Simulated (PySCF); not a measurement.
# S₂H₃: structure of the doublet

Aim: relax S₂H₃ as a doublet from a see-saw (ligand arrangement 1) start, check by its vibrations whether the end is a minimum, and collect its spectrum and constants.

The runs use PySCF 2.14.0; PBE0, basis S def2-TZVP, H def2-TZVP, no relativity, density fitting.

### 1 Starting geometry

5 atoms, charge 0, spin multiplicity 2.

Bond lengths: S1–S2 1.880 Å, S1–H3 1.350 Å, S1–H4 1.350 Å, S1–H5 1.350 Å. Angles: S2–S1–H3 86.9°, S2–S1–H4 86.9°, S2–S1–H5 104.0°, H3–S1–H4 170.0°, H3–S1–H5 86.9°, H4–S1–H5 86.9°.

```xyz
5
charge 0 multiplicity 2
S     0.0000    0.0000    0.0000
S    -1.4815    0.0000    1.1574
H     0.0000    1.3449    0.1177
H     0.0000   -1.3449    0.1177
H     1.0638    0.0000    0.8311
```

### 2 The SCF at the typed geometry

One driver script runs all steps and calls PySCF; scf.py shows how it sets up the SCF of each step. The optimiser is the driver's own. After this first run the driver tries any further starts and a stability analysis.

Input file scf.py:

```python
from pyscf import gto, scf, dft
mol = gto.M(atom='''
S      0.000000     0.000000     0.000000
S     -1.481500     0.000000     1.157400
H      0.000000     1.344900     0.117700
H     -0.000000    -1.344900     0.117700
H      1.063800     0.000000     0.831100''',
    basis={'S': 'def2-TZVP', 'H': 'def2-TZVP'},
    charge=0, spin=1)
mf = dft.UKS(mol, xc='PBE0')
mf.grids.atom_grid = (50, 194)
aux = {'S': 'def2-universal-JKFIT', 'H': 'def2-universal-JKFIT'}
mf = mf.density_fit(auxbasis=aux)
mf.conv_tol = 1e-08
mf.diis_space = 10
mf.max_cycle = 60
mf.init_guess = 'minao'
mf.verbose = 4
mf.kernel()
```

Run with:

```sh
> OMP_NUM_THREADS=4 python axn.py task.json out
```

Output:

```text
init E= -798.294150365677
[... the frontier-level lines of each cycle are left out ...]
cycle= 1 E= -797.702593718134  delta_E= 0.592  |g|= 0.282  |ddm|= 1.38
cycle= 2 E= -797.542631835087  delta_E= 0.16  |g|= 0.573  |ddm|= 0.99
cycle= 3 E= -797.760595057841  delta_E= -0.218  |g|= 0.0305  |ddm|= 0.664
cycle= 4 E= -797.761096541477  delta_E= -0.000501  |g|= 0.0209  |ddm|= 0.0647
cycle= 5 E= -797.761359762971  delta_E= -0.000263  |g|= 0.00517  |ddm|= 0.0239
cycle= 6 E= -797.761386474568  delta_E= -2.67e-05  |g|= 0.0017  |ddm|= 0.00997
cycle= 7 E= -797.761390382785  delta_E= -3.91e-06  |g|= 0.00074  |ddm|= 0.00422
cycle= 8 E= -797.761391034806  delta_E= -6.52e-07  |g|= 0.000283  |ddm|= 0.00171
cycle= 9 E= -797.761391137617  delta_E= -1.03e-07  |g|= 0.000146  |ddm|= 0.000663
cycle= 10 E= -797.761391162433  delta_E= -2.48e-08  |g|= 4.97e-05  |ddm|= 0.000321
cycle= 11 E= -797.761391167347  delta_E= -4.91e-09  |g|= 2.73e-05  |ddm|= 0.000174
Extra cycle  E= -797.761391167809  delta_E= -4.62e-10  |g|= 3.04e-05  |ddm|= 7.68e-05
converged SCF energy = -797.761391167809  <S^2> = 0.76005583  2S+1 = 2.0100307
```

This step, with its further starts and checks, ran for 4.8 s (4 threads of Intel Xeon at 2.70GHz, shared host).

The test of internal stability found no lower solution of this spin.

### 3 Relaxing the doublet from the see-saw (ligand arrangement 1) start

The program finds Cs symmetry in the start, which this walk keeps. The walk stops when the largest gradient is under 0.0003 Eh/bohr and the energy has settled too.

Edit scf.py of step 2 so:

```diff
@@ -3,5 +3,5 @@
-S      0.000000     0.000000     0.000000
-S     -1.481500     0.000000     1.157400
-H      0.000000     1.344900     0.117700
-H     -0.000000    -1.344900     0.117700
-H      1.063800     0.000000     0.831100''',
+S      0.691297     0.000000    -0.568623
+S     -0.790203     0.000000     0.588777
+H      0.691297     1.344900    -0.450923
+H      0.691297    -1.344900    -0.450923
+H      1.755097     0.000000     0.262477''',
@@ -17 +16,0 @@
-mf.init_guess = 'minao'
```

Energy and gradient, step by step:

| step | energy (Eh) | change (kJ/mol) | largest symmetric gradient (Eh/bohr) |
| --- | --- | --- | --- |
| 0 | -797.761391 | 0.00 | 0.06682 |
| 1 | -797.782720 | -56.00 | 0.01588 |
| 2 | -797.786730 | -66.53 | 0.01043 |
| 3 | -797.787827 | -69.41 | 0.00625 |
| 4 | -797.788310 | -70.68 | 0.00363 |
| 5 | -797.788600 | -71.44 | 0.00238 |
| 6 | -797.788659 | -71.59 | 0.00080 |
| 7 | -797.788666 | -71.61 | 0.00020 |
| 8 | -797.788667 | -71.61 | 0.00022 |

The walk took 18 s.

It settles in Cs symmetry, 71.6 kJ/mol below the start, after 8 steps: S–H 1.362 Å, S–H 1.475 Å (×2), S–S 1.958 Å; H–S–H 88.6° (×2), H–S–H 164.1°, H–S–S 97.7° (×2), H–S–S 115.2°.

### 4 Vibrations and properties at this point

The point is checked on the finer grid, and tightened if its gradient asks for it. The Hessian and the dipole derivatives come from central differences of analytic gradients, with steps of 0.02 bohr.

Edit scf.py of step 3 so:

```diff
@@ -3,5 +3,5 @@
-S      0.691297     0.000000    -0.568623
-S     -0.790203     0.000000     0.588777
-H      0.691297     1.344900    -0.450923
-H      0.691297    -1.344900    -0.450923
-H      1.755097     0.000000     0.262477''',
+S      0.749882     0.000000    -0.533095
+S     -0.866864     0.000000     0.571889
+H      0.883360     1.460393    -0.687965
+H      0.883360    -1.460393    -0.687965
+H      1.925774     0.000000     0.154623''',
@@ -11 +11 @@
-mf.grids.atom_grid = (50, 194)
+mf.grids.atom_grid = (75, 302)
@@ -14 +14 @@
-mf.conv_tol = 1e-08
+mf.conv_tol = 1e-10
```

The driver hands on the density of the step before, so the log starts near convergence.

SCF at the final geometry:

```text
init E= -797.788683626248
[... the frontier-level lines of each cycle are left out ...]
cycle= 1 E= -797.788683626241  delta_E= 7.28e-12  |g|= 2.41e-06  |ddm|= 5.05e-06
Extra cycle  E= -797.788683626246  delta_E= -4.77e-12  |g|= 3.5e-06  |ddm|= 6.44e-06
converged SCF energy = -797.788683626246  <S^2> = 0.76278674  2S+1 = 2.0127461
```

The whole step took 82 s.

Geometry: Cs; S–H 1.362 Å, S–H 1.475 Å (×2), S–S 1.958 Å; H–S–H 88.6° (×2), H–S–H 164.1°, H–S–S 97.7° (×2), H–S–S 115.3°.

Harmonic modes (main isotopes):

```tsv
symmetry	ω (cm⁻¹)	IR (km/mol)	μ (u)	type
a'	578	20.2	6.48	mixed
a''	612	4.7	1.12	bend
a'	661	24.3	1.17	bend
a'	823	5.5	1.11	bend
a'	1008	42.7	1.06	bend
a''	1237	502	1.07	stretch
a''	1350	78.9	1.01	mixed
a'	1833	27.4	1.01	stretch
a'	2486	35.3	1.04	stretch
```

Every mode is real; the point is a minimum.

Properties at this point:

```
Dipole moment                                                   : 3.54 D
Highest occupied level                                          : -6.29 eV
Lowest empty level                                              : -3.08 eV
Rotational constants                                            : 2.924, 0.2485, 0.2385 cm⁻¹
Zero-point energy                                               : 63.3 kJ/mol
Principal polarisabilities                                      : 27.4, 47.6, 59.7 bohr³
Atomisation energy without zero-point energy                    : 887 kJ/mol
Principal traceless quadrupole moments about the centre of mass : -1.75, -1.60, 3.35 D Å
Entropy at 298.15 K and 1 bar (electronic part: spin only)      : 264.8 J/(mol K)
Heat capacity Cp at 298.15 K                                    : 51.3 J/(mol K)
Enthalpy at 298.15 K above 0 K                                  : 11.46 kJ/mol
Rotational symmetry number                                      : 1
Spin squared ⟨S²⟩                                               : 0.763
```

Charges (e) and bond orders:

```
atom  Mulliken  Löwdin  polar tensor  spin (Mulliken)  Mayer order to S1
  S1      0.01    0.24          0.88             0.21                  –
  S2     -0.36   -0.30         -0.42             0.11               1.49
H3,4      0.09    0.02         -0.18             0.36               0.69
  H5      0.17    0.04         -0.09            -0.03               0.85
```

Outer orbital energies (eV). α occupied: -24.14, -18.36, -14.99, -13.34, -11.17, -7.55, -6.72, -6.29; empty: -0.84, -0.08, 0.77, 4.47. β occupied: -160.61, -23.87, -18.13, -14.11, -13.03, -10.80, -6.85, -6.61; empty: -3.08, -0.72, 0.19, 1.56.

Mulliken populations on S1: s 5.69, p 9.80, d 0.49, f 0.02.

### 5 Results

| quantity | value |
| --- | --- |
| minimum | doublet, Cs |
| geometry | S–H 1.362 Å, S–H 1.475 Å (×2), S–S 1.958 Å; H–S–H 88.6° (×2), H–S–H 164.1°, H–S–S 97.7° (×2), H–S–S 115.3° |
| wavenumbers (cm⁻¹) | 578 (a'), 612 (a''), 661 (a'), 823 (a'), 1008 (a'), 1237 (a''), 1350 (a''), 1833 (a'), 2486 (a') |
| dipole moment | 3.54 D |
| highest occupied, lowest empty level (either spin) | -6.29, -3.08 eV |
| polar-tensor charge of S1 | +0.88 e |
| zero-point energy | 63.3 kJ/mol |
| entropy at 298.15 K | 264.8 J/(mol K) |
| atomisation energy (no zero-point energy) | 887 kJ/mol |
| ⟨S²⟩ | 0.763 |

**Reading.** The see-saw (ligand arrangement 1) start keeps its Cs symmetry and ends in a minimum. In the infrared the band at 1237 cm⁻¹ (a'', stretch) leads. Only this shape and spin were tried, so other structures or states may lie lower.

The search up to here took 1.7 min.
